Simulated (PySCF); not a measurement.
Silicon: a sound run and one with changed settings

Sound run: Si [Ne] 3s2 3p2, Si⁺ [Ne] 3s2 3p1. All numbers are calculated (PySCF 2.14, no relativity, point nucleus, in pcseg-2 (5s4p2d1f, 34 functions)). The sound run starts from symmetry-adapted Hartree-Fock orbitals and uses a fine grid where one is needed.

Changed run: radial step 0.8 in ln r (0.13 in the sound run). This setting is unsound on purpose.

```csv
species,method,sound run (hartree),changed run (hartree),converged
Si,UHF,-288.84811,-288.84811,yes
Si,M06-L,-289.35806,-289.47909,yes
Si,B3LYP,-289.39948,-289.44976,yes
Si⁺,UHF,-288.56755,-288.56755,yes
Si⁺,M06-L,-289.06239,-289.18532,yes
Si⁺,B3LYP,-289.10116,-289.15345,yes
```

Ionisation energy of Si:

```json
{"method": "UHF", "sound run (eV)": "7.635", "changed run (eV)": "7.635"}
{"method": "M06-L", "sound run (eV)": "8.046", "changed run (eV)": "7.994"}
{"method": "B3LYP", "sound run (eV)": "8.118", "changed run (eV)": "8.063"}
```

A coarse radial grid mis-integrates the density and the exchange-correlation energy, with errors of either sign; Hartree-Fock needs no grid.

For comparison, NIST gives 8.152 eV between the lowest levels.
